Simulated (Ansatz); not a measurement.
We consider fcc Cu, described by PBE in Ansatz (plane waves, PAW).

Settings: plane-wave cutoff 520 eV, 26×26×26 k mesh, Fermi–Dirac smearing 0.05 eV, no spin polarisation, scalar-relativistic PAW data made under PBE.

Pressure at four volumes; x = ln(V/11.952 Å³). One pressure is withheld.

```
V (Å³/atom)        x  P (GPa)
-----------  -------  -------
11.235       -0.0619        ?
11.474       -0.0408     6.35
11.952        0.0000    -0.01
12.669        0.0583    -7.10
```

Question: Pass a parabola P(x) through the three rows shown, estimate the bulk modulus and its pressure derivative near zero pressure, and predict the withheld pressure.

Answer: Slopes between the rows: (-0.01 − (6.35))/(0.0000 − (-0.0408)) = -155.88 and (-7.10 − (-0.01))/(0.0583 − (0.0000)) = -121.61 GPa. Their difference over the span 0.0991 is c = 34.27/0.0991 = 345.8 GPa, so P(x) = 6.35 + (-155.88)(x − (-0.0408)) + 345.8 (x − (-0.0408))(x − (0.0000)). At the middle row B = −dP/dx = −[-155.88 + 345.8 × 0.0408] = 141.8 GPa, and B′ = dB/dP = 2c/B = 4.9. At x = -0.0619 the parabola gives 10.09 GPa; the run gives 10.16 GPa. The Birch–Murnaghan fit to the energies at all volumes has B0 = 141 GPa and B′ = 5.0.

Measured, for comparison: bulk modulus 144 GPa (0 K value with the zero-point phonon effect removed, sources range from 140 to 145; as tabulated in Mejia-Rodriguez and Trickey (2018), arXiv:1807.09216). Computed less measured: bulk modulus -2.1 % (inside the range of the sources held).

Ansatz is an electronic-structure program.
